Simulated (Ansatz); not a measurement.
Scandium, hcp: convergence with the plane-wave cutoff

Computed with Ansatz, LDA, scalar-relativistic PAW, on the relaxed cell (a = 3.227 Å, c = 5.009 Å (c/a = 1.552); spin not included). Errors count from a run at 420 eV on a Γ-centred 18×18×10 mesh with Fermi-Dirac smearing of 0.1 eV, extrapolated to zero width. Fixed here: mesh 11×11×6, Fermi-Dirac width 0.1 eV. The pressure holds a Pulay correction and is unreliable far below the recommended cutoff. The SCF starts from atomic densities corrected by a trained network.

| cutoff (eV) | E(σ→0) error (meV/atom) | P (GPa) | SCF iterations |
| --- | --- | --- | --- |
| 150 | 14031.3 | 2.88 | 6 |
| 200 | 2510.2 | -0.43 | 6 |
| 250 | 369.7 | -0.08 | 6 |
| 300 | 37.5 | -0.01 | 6 |
| 350 | 1.8 | -0.02 | 6 |
| 420 | -0.2 | -0.01 | 6 |
| 600 | -0.7 | -0.01 | 6 |
| 800 | -0.8 | -0.01 | 6 |

Question: What does the run at 500 give (cutoff)?

Answer: E(σ→0) error (meV/atom): -0.5; P (GPa): -0.01; SCF iterations: 6.

Within 5 meV/atom of the last row: from 350 eV on.
